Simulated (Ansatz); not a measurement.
## Bulk modulus B0 of some cubic elemental solids other than molecular ones

Method: HSE06-D3(BJ) (Ansatz, a first-principles code, plane waves, PAW). References are measured values corrected to a static lattice. The table is a random draw of 10 from 15 solids with such references.

Values in GPa.

| solid | reference | HSE06-D3(BJ) | error (%) |
|---|---|---|---|
| fcc Au | 182 | 182 | 0.0 |
| bcc W | 312 (300–328) | 360 | +15.4 |
| fcc Pd | 195 (187–198) | 211 | +8.2 |
| fcc Ni | 192 (186–195) | 203 | +5.7 |
| bcc Ta | 198 | 229 | +15.7 |
| bcc V | 161 | 237 | +47 |
| fcc Sr | 12.5 | 11.8 | -5.6 |
| fcc Ag | 110 (104–111) | 115 | +4.5 |
| bcc Ba | 9.34 (9.34–10.6) | 8.60 | -7.9 |
| bcc Na | 7.9 | 8.95 | +13.3 |

Over these 10 solids the mean error is +9.6 %, the mean absolute error 12.4 % (median 8.1 %), and the worst case bcc V at +47 %; the value is too high in 7 of 10 cases. Over all 15, from unrounded values, the mean error is +10.0 % and the mean absolute error 12.2 % (median 8.0 %).

All these references are brought to a static lattice.

Spin–orbit coupling is left out, also for the solids with elements from indium on (fcc Au, bcc W, bcc Ta, bcc Ba); its size isn't shown.

Exact exchange on metals is sensitive to the k mesh.

Brackets give the range of the sources taken for a reference, where it is wide; it can hold other temperatures.

Differences are worked out from the printed values.

Each level is taken at its own relaxed cell. Ansatz's density-functional and Hartree–Fock values are scalar-relativistic unless marked +SOC, with PAW data made under PBE.

Ansatz's runs of these crystals have no spin polarisation, but for fcc Ni. Meta-GGAs and exact exchange favour moments, which can bear on fcc Pd, fcc Ni, bcc V.

Density-functional runs with spin start from parallel moments for fcc Ni.

Not in this set, of the elemental solids other than molecular ones with a reference value in our tables and a result at some level: 23 for no value at HSE06-D3(BJ) (not run, a failed fit, an unstable or unbound cell, or a value held back for tests); 6 for sources at odds; 4 for a reference at room or unstated temperature; 1 for a value of another source that differs by over 15 % in a way that heat doesn't explain. These can be a level's best or worst cases. Solids without a released value at any level aren't counted. Layered and molecular crystals are counted apart. The metals Ce to Yb are counted apart.

References as tabulated in Levämäki et al. (2014), arXiv:1402.3671; Mejia-Rodriguez and Trickey (2018), arXiv:1807.09216; doi:10.1021/acs.jctc.3c00612.
